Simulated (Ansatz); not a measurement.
# AlSiH3 (quintet): from Hartree-Fock to the top rungs, cc-pVDZ

An exercise on one series of results from a longer session: the logs are not shown, and one member is left open.

Computed with Ansatz 0.2.0, Gaussian basis. Level: cc-pVDZ, core rule «outside noble gas», up to 10 orbitals frozen.

The runs, in order: UHF; CCSD(T) on ROHF; CCSD(T) on UHF; BCCD(T) on ROHF; CISD; CCSDT(Q) on ROHF; CCSDT(Q) on UHF; CASSCF and MRCISD+Q, 10 electrons in 11 orbitals; CASSCF and NEVPT2, 10 electrons in 11 orbitals.

25 further runs of the same task are left out: 2 for a known fault of the program, 7 that didn't finish, 16 set aside as unsound or not needed.

## The system

The geometry is a PBE0/def2-TZVP stationary point (not a proven minimum) of the parent state, kept for this charge and spin.

5 atoms, charge 0, spin multiplicity 5.

Atoms are counted from 1 here; the program's logs count them from 0.

Bond lengths: Si1–Al2 2.384 Å, Si1–H3 1.491 Å, Si1–H4 1.488 Å, Al2–H5 1.599 Å. Angles: Al2–Si1–H3 128.9°, Al2–Si1–H4 122.2°, H3–Si1–H4 108.9°, Si1–Al2–H5 118.6°.

The first run:

in.yaml

```yaml
crystal:
  periodic: [false, false, false]
  atoms:
    - {symbol: Si, position_ang: [0.000000, 0.049734, 1.130850]}
    - {symbol: Al, position_ang: [0.000000, -0.102648, -1.247806]}
    - {symbol: H, position_ang: [0.000000, 1.267953, 1.991081]}
    - {symbol: H, position_ang: [0.000000, -1.155684, 2.002693]}
    - {symbol: H, position_ang: [0.000000, 1.249712, -2.101556]}
basis:
  gaussian: {orbitals: cc-pVDZ}
magnetization: {spin_polarized: true, initial_magnetization: 4}
hamiltonian: {xc: hf}
output: {orbitals: {seedname: orbitals}}
```

On the command line:

```sh
> ansatz run in.yaml --threads 1 --pin off --events-out ev --progress --plain --max-ram 2393MiB
```

Among the steps run: UHF; CCSD(T) on ROHF; CCSD(T) on UHF; BCCD(T) on ROHF; CISD; CCSDT(Q) on ROHF; CCSDT(Q) on UHF; CASSCF and MRCISD+Q, 10 electrons in 11 orbitals; CASSCF and NEVPT2, 10 electrons in 11 orbitals.

One table of the session follows, with a row left open; its other results are not shown here.

| method | from UCCSDT(Q) (meV) |
| --- | --- |
| ROHF | +4762.8 |
| UHF | +4654.0 |
| RMP2 | +1339.5 |
| UMP2 | ? |
| CISD | +524.8 |
| RCCSD | +202.3 |
| UCCSD | +190.6 |
| RCCSD(T) | +51.0 |
| UCCSD(T) | +48.6 |
| BCCD(T) | +49.2 |
| RCCSDT | +6.0 |
| UCCSDT | +5.7 |
| RCCSDT(Q) | +1.4 |
| UCCSDT(Q) | 0 |
| CASSCF valence | +3054.3 |
| NEVPT2 valence | +936.6 |
| MRCISD valence | +238.4 |
| MRCISD+Q valence | +31.3 |

Estimate the missing values for UMP2.

As computed: from UCCSDT(Q) (meV): +1283.3. In the column «from UCCSDT(Q) (meV)» it lies between NEVPT2 valence (+936.6) and RMP2 (+1339.5).

Among the levels timed on like hardware and quicker than the yardstick, those that no quicker one beats, quickest first: BCCD(T) (2.4 s, +49.2 meV); UCCSD(T) (5.5 s, +48.6 meV); MRCISD+Q valence (12 s, +31.3 meV).

Limits of these values: Of the multireference levels listed MRCISD+Q valence comes nearest in total energy (+31.3 meV), which doesn't show that its space is the better one. Restricted and unrestricted rows rest on different reference determinants; where their highest levels disagree by more than a few hundredths of an eV, they describe different states and don't form one ladder.
